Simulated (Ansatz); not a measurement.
Start from `F[SiH2][AlH2]` and change one element to get `B[SiH2]F`.

Ansatz, PBE0-D4/def2-TZVP geometries, multiplicity 1. 

| property | `F[SiH2][AlH2]` |
| --- | --- |
| LUMO energy (PBE0/def2-TZVPP) / eV | -2.27 |
| HOMO–LUMO gap (ωB97M-V/def2-TZVPP) / eV | 9.03 |
| LUMO energy (PBE/def2-TZVPP) / eV | -3.03 |
| vertical ionisation energy (CCSD(T)/CBS(def2)) / eV | 10.07 |
| size of the dipole moment (B3LYP/def2-TZVPP) / D | 1.34 |
| size of the dipole moment (ωB97M-V/def2-TZVPP) / D | 1.34 |

Problem. What does the change do to each property? (An estimate is asked.)

Solution. Ansatz gave: 
```csv
property,`B[SiH2]F`,shift
LUMO energy (PBE0/def2-TZVPP) / eV,-2.70,-0.43
HOMO–LUMO gap (ωB97M-V/def2-TZVPP) / eV,9.99,0.96
LUMO energy (PBE/def2-TZVPP) / eV,-3.71,-0.68
vertical ionisation energy (CCSD(T)/CBS(def2)) / eV,11.21,1.14
size of the dipole moment (B3LYP/def2-TZVPP) / D,1.42,0.08
size of the dipole moment (ωB97M-V/def2-TZVPP) / D,1.41,0.07
```

With PBE0 the HOMO falls by 0.87 eV and the LUMO falls by 0.43 eV, so the gap widens by about 0.44 eV. PBE moves the HOMO by -0.70 eV and ωB97M-V by -1.06 eV. Dipoles are sizes alone; their direction can turn.

B3LYP here is the variant with VWN-RPA as its local correlation; programs differ in this.
